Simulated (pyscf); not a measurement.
Four-centre exchange: H₂Se + HC≡CH → HC≡C–SeH + H₂

Gas phase, singlet surface, charge 0. Bonds broken: Se1–H2, C4–H6. Bonds formed: Se1–C4, H2–H6. Structures and frequencies: ωB97X-D3(BJ)/def2-SVP in PySCF.

Transition state (Å):

```xyz
7

Se     1.5413     0.3086    -0.6834
H     -0.0901     0.9360    -1.2775
H      1.9378     1.6316    -0.1725
C     -0.0235     0.1156     0.3758
C     -0.0952    -0.4284     1.5408
H     -0.8485     0.6478    -0.4024
H     -0.9573    -0.5480     2.2041
```

One imaginary mode, 1901i cm⁻¹; descent along it reached the two sides named.

```csv
bond,change,reactant side (Å),saddle,product side
Se1–H2,breaks,1.469,1.846,4.2
C4–H6,breaks,1.077,1.253,3.0
Se1–C4,forms,3.5,1.899,1.836
H2–H6,forms,5.1,1.193,0.761
```

Electronic energies relative to the separated reactants (kcal/mol):

```tsv
level	barrier	reaction energy	reverse barrier
ωB97X-D3(BJ)/def2-TZVP	98.5	+13.0	85.5
PBE/def2-TZVP	76.9	+12.3	64.6
r²SCAN/def2-TZVP	83.7	+13.1	70.6
B3LYP-D3(BJ)/def2-TZVP	90.3	+13.6	76.8
PBE0-D3(BJ)/def2-TZVP	86.6	+13.3	73.3
M06-2X/def2-TZVP	99.0	+12.7	86.3
ωB97M-D3(BJ)/def2-TZVP	99.4	+15.3	84.1
HF/def2-TZVP	131.5	+19.7	111.8
```

With ωB97M-D3(BJ)/def2-TZVP energies and thermal terms (ideal gas, 1 atm, RRHO with modes under 100 cm⁻¹ raised to 100, one conformer, R ln 2 for chiral ones without a mode under 150 cm⁻¹), in kcal/mol:

```
T (K)   ΔH‡    ΔG‡     ΔH     ΔG
-----  ----  -----  -----  -----
298    95.7  104.4  +12.9  +13.7
600    95.9  113.2  +13.8  +14.2
900    96.5  121.8  +14.4  +14.3
1200   97.3  130.1  +14.8  +14.2
```

The same reactants have a lower exit, to H₂C=CH–SeH (barrier +50.2 kcal/mol at ωB97M-D3(BJ)/def2-TZVP, against +99.4 kcal/mol here). This is the saddle that the search found; another between the same sides may lie lower. One closed-shell reference is unstable to symmetry breaking; treat the single-reference values with care. Elements up to Kr have no core potential and no relativistic terms here.
